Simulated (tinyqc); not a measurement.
Worked calculation: RHF in the sto-3g basis, for LiH, spin multiplicity 1. One step of it, computed by the program tinyqc.

Problem. Iteration 1: building the Fock matrix. J_ij = sum D_kl (ij|kl), K_ij = sum D_kl (ik|jl); F = H + J - 0.5 K; E = tr D H + tr D J / 2 - 0.25 tr D K + E_nn.

D at the start, lower triangle:
```
            1Li 1s    1Li 2s   1Li 2px   1Li 2py   1Li 2pz     2H 1s
1Li 1s    2.044881
1Li 2s   -0.118150  0.202728
1Li 2px   0.000000  0.000000  0.000000
1Li 2py   0.000000  0.000000  0.000000  0.000000
1Li 2pz  -0.067131  0.208427  0.000000  0.000000  0.215780
2H 1s    -0.130903  0.416017  0.000000  0.000000  0.430779  0.860003
```

core Hamiltonian H = T + V (hartree), lower triangle:
```
            1Li 1s     1Li 2s    1Li 2px    1Li 2py    1Li 2pz      2H 1s
1Li 1s   -4.725261
1Li 2s   -1.061541  -1.389513
1Li 2px   0.000000   0.000000  -1.130447
1Li 2py   0.000000   0.000000   0.000000  -1.130447
1Li 2pz  -0.014995  -0.118912   0.000000   0.000000  -1.225839
2H 1s    -0.266189  -0.657745   0.000000   0.000000  -0.808796  -1.422155
```

Two-electron integrals (ij|kl) in chemists' order, unique and non-zero (hartree):
```
(11|11) 1.680395   (21|11) 0.265420   (21|21) 0.049941   (22|11) 0.397727
(22|21) 0.092860   (22|22) 0.290562   (31|31) 0.008981   (32|31) 0.013788
(32|32) 0.064184   (33|11) 0.396640   (33|21) 0.092880   (33|22) 0.290497
(33|33) 0.312946   (41|41) 0.008981   (42|41) 0.013788   (42|42) 0.064184
(43|43) 0.016869   (44|11) 0.396640   (44|21) 0.092880   (44|22) 0.290497
(44|33) 0.279207   (44|44) 0.312946   (51|51) 0.008981   (52|51) 0.013788
(52|52) 0.064184   (53|53) 0.016869   (54|54) 0.016869   (55|11) 0.396640
(55|21) 0.092880   (55|22) 0.290497   (55|33) 0.279207   (55|44) 0.279207
(55|55) 0.312946   (61|11) 0.062788   (61|21) 0.011876   (61|22) 0.022489
(61|33) 0.022225   (61|44) 0.022225   (61|51) 0.001406   (61|52) 0.002729
(61|55) 0.023026   (61|61) 0.003088   (62|11) 0.141691   (62|21) 0.033450
(62|22) 0.109954   (62|33) 0.104360   (62|44) 0.104360   (62|51) 0.005439
(62|52) 0.032468   (62|55) 0.121027   (62|61) 0.009496   (62|62) 0.068261
(63|31) 0.002737   (63|32) 0.012588   (63|53) 0.005050   (63|63) 0.004987
(64|41) 0.002737   (64|42) 0.012588   (64|54) 0.005050   (64|64) 0.004987
(65|11) 0.173857   (65|21) 0.041489   (65|22) 0.141587   (65|33) 0.132047
(65|44) 0.132047   (65|51) 0.008447   (65|52) 0.049703   (65|55) 0.160498
(65|61) 0.012268   (65|62) 0.096391   (65|65) 0.138139   (66|11) 0.318233
(66|21) 0.076456   (66|22) 0.275516   (66|33) 0.251463   (66|44) 0.251463
(66|51) 0.014331   (66|52) 0.103816   (66|55) 0.323289   (66|61) 0.022694
(66|62) 0.212969   (66|65) 0.312562   (66|66) 0.774606
```

nuclear repulsion = 0.95749797 hartree

Give: Coulomb J; exchange K; Fock matrix F; total energy of this density.

Solution.

Coulomb J (hartree), lower triangle:
```
         1Li 1s  1Li 2s  1Li 2px  1Li 2py  1Li 2pz   2H 1s
1Li 1s   4.0646
1Li 2s   0.6960  1.3575
1Li 2px  0.0000  0.0000   1.3193
1Li 2py  0.0000  0.0000   0.0000   1.3193
1Li 2pz  0.0283  0.1833   0.0000   0.0000   1.4265
2H 1s    0.1732  0.6636   0.0000   0.0000   0.8934  1.9064
```

exchange K (hartree), lower triangle:
```
         1Li 1s  1Li 2s  1Li 2px  1Li 2py  1Li 2pz   2H 1s
1Li 1s   3.3829
1Li 2s   0.5265  0.3223
1Li 2px  0.0000  0.0000   0.0502
1Li 2py  0.0000  0.0000   0.0000   0.0502
1Li 2pz  0.0146  0.2895   0.0000   0.0000   0.3919
2H 1s    0.1415  0.4852   0.0000   0.0000   0.6240  1.1930
```

Fock matrix F (hartree), lower triangle:
```
          1Li 1s   1Li 2s  1Li 2px  1Li 2py  1Li 2pz    2H 1s
1Li 1s   -2.3521
1Li 2s   -0.6288  -0.1932
1Li 2px   0.0000   0.0000   0.1638
1Li 2py   0.0000   0.0000   0.0000   0.1638
1Li 2pz   0.0060  -0.0803   0.0000   0.0000   0.0048
2H 1s    -0.1637  -0.2368   0.0000   0.0000  -0.2273  -0.1123
```

total energy of this density = -7.834050 hartree
